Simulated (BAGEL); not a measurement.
## How the cost of PBE0 grows with the basis: C2Cl4 (tetrachloroethylene)

C2Cl4: 6 atoms, total charge 0, spin state singlet. SMILES: `ClC(Cl)=C(Cl)Cl`. Geometry: relaxed at PBE0-D4/def2-TZVP.

PBE0 (DKH2, density fitting with tzvpp-jkfit), energy, BAGEL 1.2.2, on 1 thread of Intel Xeon at 2.30GHz, shared host. N is the number of basis functions, t the processor time.

| basis | N | t (s) | ln N | ln t |
| --- | --- | --- | --- | --- |
| ANO-RCC-MB | 46 | 5.7 | 3.829 | 1.740 |
| ANO-RCC-VDZ | 70 | 8.6 | 4.248 | 2.152 |
| ANO-RCC-VDZP | 100 | ? | 4.605 | ? |
| ANO-RCC-VTZP | 196 | 27 | 5.278 | 3.296 |

Problem. Fit t = C·Nᵖ to the known rows and estimate the time in ANO-RCC-VDZP.

Solution. 
1. Means of the 3 rows: ln N = 4.45167, ln t = 2.3960.
2. Σ(Δln N)² = 1.112, Σ(Δln N·Δln t) = 1.2019, so the slope is 1.2019/1.112 = 1.0808.
3. Intercept: 2.3960 − (1.0808) × 4.45167 = -2.4154. The largest residual of the fit is 0.024.
4. ln t = -2.4154 + 1.0808 × 4.605, so t ≈ 13 s.

The run took 12 s, so the estimate is too long by a factor of about 1.1. The fitted power is 1.1, with the electron count fixed. So low a power shows that fixed costs still weigh.
